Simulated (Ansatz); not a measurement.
# CH₅ (doublet): from Hartree-Fock to the top rungs at distance C1–H5 along a hydrogen transfer = 1.090 Å, 6-31G

How much of the correlation energy of CH₅ (doublet) does each wave-function method recover here?

Computed with Ansatz 0.2.0, Gaussian basis. Level: 6-31G, core rule «outside noble gas», up to 1 orbitals frozen.

Plan: UHF; CCSD(T) on ROHF; CCSD(T) on UHF; BCCD(T) on ROHF; CISD; CCSDT(Q) on ROHF; CCSDT(Q) on UHF; CCSDTQ on ROHF; CASSCF and MRCISD+Q, 3 electrons in 3 orbitals; CASSCF and NEVPT2, 3 electrons in 3 orbitals; CASSCF and MRCISD+Q, 9 electrons in 9 orbitals; CASSCF and MRCISD+Q(relaxed), 9 electrons in 9 orbitals; CASSCF and NEVPT2, 9 electrons in 9 orbitals; Full CI.

3 further runs of the same task are left out: 3 that didn't finish.

### Step 1. The geometry

The geometry derives from fragments relaxed apart (PBE0/def2-TZVP) and kept rigid, so it is no stationary point. A hydrogen atom is moved between rigid fragments.

6 atoms, charge 0, spin multiplicity 2.

Atoms are counted from 1 here; the program's logs count them from 0.

Bond lengths: C1–H2 1.090 Å, C1–H3 1.090 Å, C1–H4 1.090 Å, C1–H5 1.090 Å. Angles: H2–C1–H3 109.5°, H2–C1–H4 109.5°, H2–C1–H5 109.5°, H3–C1–H4 109.5°, H3–C1–H5 109.5°, H4–C1–H5 109.5°.

### Step 2. UHF

File in.yaml:

```yaml
crystal:
  periodic: [false, false, false]
  atoms:
    - {symbol: C, position_ang: [-0.124970, 0.000000, 0.000000]}
    - {symbol: H, position_ang: [-0.488176, 1.027301, 0.000000]}
    - {symbol: H, position_ang: [-0.488176, -0.513650, 0.889668]}
    - {symbol: H, position_ang: [-0.488176, -0.513650, -0.889669]}
    - {symbol: H, position_ang: [0.964647, 0.000000, 0.000000]}
    - {symbol: H, position_ang: [1.989030, 0.000000, 0.000000]}
basis:
  gaussian: {orbitals: 6-31G}
magnetization: {spin_polarized: true, initial_magnetization: 1}
hamiltonian: {xc: hf}
output: {orbitals: {seedname: orbitals}}
```

Launch:

```sh
> ansatz run in.yaml --threads 1 --pin off --events-out ev --progress --plain --max-ram 2393MiB
```

The runs that follow: CCSD(T) on ROHF; CCSD(T) on UHF; BCCD(T) on ROHF; CISD; CCSDT(Q) on ROHF; CCSDT(Q) on UHF; CCSDTQ on ROHF; CASSCF and MRCISD+Q, 3 electrons in 3 orbitals; CASSCF and NEVPT2, 3 electrons in 3 orbitals; CASSCF and MRCISD+Q, 9 electrons in 9 orbitals; CASSCF and MRCISD+Q(relaxed), 9 electrons in 9 orbitals; CASSCF and NEVPT2, 9 electrons in 9 orbitals; Full CI.

Q: Predict the results of all the runs planned. Wanted: FCI below the RHF energy; RMP2 from FCI; UMP2 from FCI; RCCSD from FCI; RCCSD(T) from FCI; UCCSD(T) from FCI; RCCSDT(Q) from FCI; UCCSDT(Q) from FCI; NEVPT2 pair from FCI.

As calculated:

```
                         quantity                                                                                                                                    value
         FCI below the RHF energy                                                                                                                               -3.4822 eV
                    RMP2 from FCI                                                                                                                          +14.29 kcal/mol
                    UMP2 from FCI                                                                                                                          +14.23 kcal/mol
                   RCCSD from FCI                                                                                                                           +1.36 kcal/mol
                RCCSD(T) from FCI                                                                                                                           +0.22 kcal/mol
                UCCSD(T) from FCI                                                                                                                           +0.23 kcal/mol
               RCCSDT(Q) from FCI                                                                                                                            0.00 kcal/mol
               UCCSDT(Q) from FCI                                                                                                                            0.00 kcal/mol
             NEVPT2 pair from FCI                                                                                                                          +12.15 kcal/mol
          NEVPT2 valence from FCI                                                                                                                           +6.15 kcal/mol
        MRCISD+Q valence from FCI                                                                                                                           +0.04 kcal/mol
levels within 1 kcal/mol (43 meV)  RCCSD(T), UCCSD(T), BCCD(T), RCCSDT, UCCSDT, RCCSDT(Q), UCCSDT(Q), RCCSDTQ, MRCISD valence, MRCISD+Q valence, MRCISD+Q(relaxed) valence
                    T1 diagnostic                                                                                                                                    0.016
   effectively unpaired electrons                                                                                                                                     1.02
```

RCCSD(T) lands +0.22 kcal/mol from the yardstick (0.3 % of the correlation energy). MRCISD+Q(relaxed) valence falls below full CI: the +Q correction isn't variational, and the cores differ from full CI's. One determinant dominates. Of the multireference levels listed MRCISD+Q valence comes nearest in total energy (+0.04 kcal/mol), which doesn't show that its space is the better one. These misses are within one basis, not against nature; the frozen cores of restricted and unrestricted runs differ, which can shift their rows.
